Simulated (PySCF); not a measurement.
**Basis-set dependence of BF⁺ at PBE0**

PySCF, UKS reference; doublet, unpaired electrons σ ↑; De to B⁺ + F without counterpoise correction.

```json
{"basis": "6-311G(d,p)", "relativity": "no relativity", "functions": "36", "Re (Å)": "1.214", "ωe (cm⁻¹)": "1684", "De (eV)": "5.44", "μ (D)": "-3.42"}
{"basis": "aug-pcseg-1", "relativity": "no relativity", "functions": "46", "Re (Å)": "1.222", "ωe (cm⁻¹)": "1667", "De (eV)": "5.32", "μ (D)": "-3.44"}
{"basis": "cc-pVTZ", "relativity": "no relativity", "functions": "60", "Re (Å)": "1.212", "ωe (cm⁻¹)": "1710", "De (eV)": "5.63", "μ (D)": "-3.39"}
{"basis": "def2-TZVP", "relativity": "no relativity", "functions": "62", "Re (Å)": "1.212", "ωe (cm⁻¹)": "1707", "De (eV)": "5.60", "μ (D)": "-3.40"}
{"basis": "def2-TZVPPD", "relativity": "no relativity", "functions": "77", "Re (Å)": "1.212", "ωe (cm⁻¹)": "1707", "De (eV)": "5.58", "μ (D)": "-3.39"}
```

(1) How does each smaller set differ from the one with most functions, def2-TZVPPD?

A positive dipole points towards F; it is taken about the centre of mass and depends on that origin. For an ion De counts to the pair picked by the measured ionisation energies or electron affinities, which need not be the lowest pair at this level. The state is the lowest determinant that a PBE0 search found; another state may lie lower at other levels.

Results:

(1) 6-311G(d,p): +0.2 pm, -1.3 % in ωe, -0.14 eV in De; aug-pcseg-1: +1.0 pm, -2.3 % in ωe, -0.26 eV in De; cc-pVTZ: +0.0 pm, +0.2 % in ωe, +0.05 eV in De; def2-TZVP: +0.0 pm, +0.0 % in ωe, +0.02 eV in De. All at PBE0; the set with most functions is neither the basis-set limit nor always the best.
